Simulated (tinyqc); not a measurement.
Pariser-Parr-Pople SCF with singles CI, for the molecule c1ccccc1 (SMILES; centres numbered as the heavy atoms are written), step by step. One step of it, computed by the program tinyqc.

Problem. Iteration 3: orbitals and new P. Diagonalise F (the basis is taken as orthonormal) and form P = 2 sum c c over the lowest orbitals.

F (eV), order 1C, 2C, 3C, 4C, 5C, 6C:
$$\begin{pmatrix}
-5.594956 & -4.798364 & 0.000011 & 0.777969 & 0.000011 & -4.798364 \\
-4.798364 & -5.595022 & -4.797867 & 0.000011 & 0.778304 & -0.000023 \\
0.000011 & -4.797867 & -5.595022 & -4.798364 & -0.000023 & 0.778304 \\
0.777969 & 0.000011 & -4.798364 & -5.594956 & -4.798364 & 0.000011 \\
0.000011 & 0.778304 & -0.000023 & -4.798364 & -5.595022 & -4.797867 \\
-4.798364 & -0.000023 & 0.778304 & 0.000011 & -4.797867 & -5.595022
\end{pmatrix}$$

pi electrons, sum of z_r less the charge = 6

Give: orbital energies; P after iteration 3.

Solution.

orbital energies (eV): [-14.4132, -11.1716, -11.1712, -0.0188, -0.0184, 3.2232]

P after iteration 3, order 1C, 2C, 3C, 4C, 5C, 6C:
$$\begin{pmatrix}
1.0000 & 0.6667 & 0.0000 & -0.3333 & 0.0000 & 0.6667 \\
0.6667 & 1.0000 & 0.6666 & 0.0000 & -0.3334 & 0.0000 \\
0.0000 & 0.6666 & 1.0000 & 0.6667 & 0.0000 & -0.3334 \\
-0.3333 & 0.0000 & 0.6667 & 1.0000 & 0.6667 & 0.0000 \\
0.0000 & -0.3334 & 0.0000 & 0.6667 & 1.0000 & 0.6666 \\
0.6667 & 0.0000 & -0.3334 & 0.0000 & 0.6666 & 1.0000
\end{pmatrix}$$
